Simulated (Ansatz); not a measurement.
**F2 (fluorine) at B2PLYP/cc-pVTZ**

Aim: the vertical singlet–triplet gap of F2 (fluorine) at B2PLYP/cc-pVTZ, from 2 runs. 

The calculation is run with Ansatz 0.2.0.

## 1. The system as given

F2: 2 atoms, total charge 0, spin state singlet. SMILES: `FF`. The coordinates come from a PBE0-D4/def2-TZVP relaxation.

## 2. A single-point energy at B2PLYP/cc-pVTZ

File molecule.yaml:

```yaml
crystal:
  periodic: [false, false, false]
  atoms:
    - {symbol: F, position_ang: [-0.583900, 0.212400, -0.295000]}
    - {symbol: F, position_ang: [0.583900, -0.212400, 0.295000]}
basis:
  gaussian:
    orbitals: cc-pVTZ
hamiltonian:
  xc: {name: B2PLYP}
correlation:
  frozen_orbitals: {F: 1}
accuracy: high
output: {orbitals: {seedname: orbitals}}
```

The run is started by

```bash
$ ansatz run molecule.yaml --threads 1 --pin off --max-ram 3480MiB --events-out events.jsonl --progress --plain --runs-dir runs
```

Standard output:

```text
Warning: RAYON_NUM_THREADS=1 ignored (pool sized by the plan → 1); use --threads N
Functional definition: B2PLYP
  name "B2PLYP"
  parameter a = 0.53
  parameter c = 0.27
  exchange = (1 - a)*b88_x + a*exact_x
  correlation = (1 - c)*lyp_c + c*(mp2_os + mp2_ss)
852 factors; integrals over basis functions are off by at most 2.5e-9 eV
mean field evaluation 1: about -5423.3016 eV, gradient 1.7e1 eV
mean field evaluation 2: about -5423.3105 eV, gradient 1.7e1 eV
mean field evaluation 4: about -5423.6275 eV, gradient 7.9e-1 eV
mean field evaluation 8: about -5423.6282 eV, gradient 4.7e-3 eV
mean field evaluation 16: about -5423.6282 eV, gradient 7.5e-9 eV
mean field -5423.62821558 eV, -199.3146606552 hartree, gradient 6.2e-9 eV, S^2 0.000000; 0 other end points of the search recorded, 0 dependent functions left out
2 core orbitals not correlated: weight in the atoms' cores, before any rotation towards them, 1.000 or more for the frozen orbitals, at most 0.000 for the correlated occupied ones
reference -5423.62822440 eV, -199.3146609793 hartree; 7, 7 occupied and 51, 51 virtual orbitals, 852 factors
second order -16.79120443 eV of doubles, -0.00000000 eV of singles
Total energy: -5428.16184959 eV, -199.4812686323 hartree
```

Run time: 1.4 s. Hardware: 1 thread of Intel Xeon Platinum 8488C (Sapphire Rapids), shared host; peak memory 0.13 GiB.

## 3. The triplet

File run.yaml:

```yaml
crystal:
  periodic: [false, false, false]
  atoms:
    - {symbol: F, position_ang: [-0.583900, 0.212400, -0.295000]}
    - {symbol: F, position_ang: [0.583900, -0.212400, 0.295000]}
basis:
  gaussian:
    orbitals: cc-pVTZ
magnetization:
  spin_polarized: true
  initial_magnetization: 2
hamiltonian:
  xc: {name: B2PLYP}
correlation:
  frozen_orbitals: {F: 1}
accuracy: high
output: {orbitals: {seedname: orbitals}}
```

The run is started by

```bash
$ ansatz run run.yaml --threads 1 --pin off --max-ram 3480MiB --events-out events.jsonl --progress --plain --runs-dir runs
```

Standard output:

```text
Warning: RAYON_NUM_THREADS=1 ignored (pool sized by the plan → 1); use --threads N
[... 6 set-up lines as earlier in the session ...]
852 factors; integrals over basis functions are off by at most 2.5e-9 eV
mean field evaluation 1: about -5419.8843 eV, gradient 9.9e0 eV
mean field evaluation 2: about -5419.9179 eV, gradient 9.9e0 eV
mean field evaluation 4: about -5420.1932 eV, gradient 9.6e-1 eV
mean field evaluation 8: about -5420.1964 eV, gradient 7.1e-3 eV
mean field evaluation 16: about -5420.1964 eV, gradient 5.7e-7 eV
mean field -5420.19640212 eV, -199.1885438367 hartree, gradient 1.8e-8 eV, S^2 2.015940; 2 other end points of the search recorded, 0 dependent functions left out
2 core orbitals not correlated: weight in the atoms' cores, before any rotation towards them, 1.000 or more for the frozen orbitals, at most 0.000 for the correlated occupied ones
reference -5420.19641045 eV, -199.1885441428 hartree; 8, 6 occupied and 50, 52 virtual orbitals, 852 factors
second order -16.02126914 eV of doubles, -0.00000000 eV of singles
Total energy: -5424.52215311 eV, -199.3475122537 hartree
```

It took 3.3 s on 1 thread of Intel Xeon Platinum 8488C (Sapphire Rapids), shared host; peak memory 0.16 GiB.

## 4. Outcome

Level: B2PLYP/cc-pVTZ, 2 core orbitals frozen.

| quantity | value |
| --- | --- |
| singlet: total energy | -199.48127 Eh |
| singlet: HOMO energy (SCF part's orbitals) | -13.93 eV |
| singlet: LUMO energy (SCF part's orbitals) | -0.71 eV |
| singlet: HOMO–LUMO gap (SCF part's orbitals) | 13.22 eV |
| triplet: total energy | -199.34751 Eh |
| triplet: HOMO energy (SCF part's orbitals) (highest over α and β) | -10.58 eV |
| triplet: LUMO energy (SCF part's orbitals) (lowest over α and β) | -4.28 eV |
| triplet: ⟨S²⟩ | 2.016 |
| vertical energy of the triplet above the singlet | 3.640 eV |

**Reading.** At this shape the triplet lies 3.64 eV (84 kcal/mol) above the singlet.
